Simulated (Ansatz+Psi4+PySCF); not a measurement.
**doublet MgS(+): levels of theory in one basis**

```xyz
2

Mg    0.0000    0.0000   -0.0021
S     0.0000    0.0000    2.1421
```

Basis set: cc-pCVTZ on Mg; cc-pV(T+d)Z on S (spherical functions). Left uncorrelated: 6 orbitals. Correlation on ROHF uses semicanonical orbitals with singles. Charge 1, multiplicity 2.

Computed with Ansatz (development build ahead of 0.2.0) and Psi4 1.11; each method stands on the lowest determinant of its kind that the runs found.

```json
{"method": "ROHF", "E − E(ROHF) (eV)": "0.00", "<S²> of the determinant": "0.75"}
{"method": "UHF", "E − E(ROHF) (eV)": "-0.14", "<S²> of the determinant": "0.76"}
{"method": "ROHF-MP2", "E − E(ROHF) (eV)": "-11.55", "<S²> of the determinant": "–"}
{"method": "UHF-MP2", "E − E(ROHF) (eV)": "-11.53", "<S²> of the determinant": "0.76"}
```
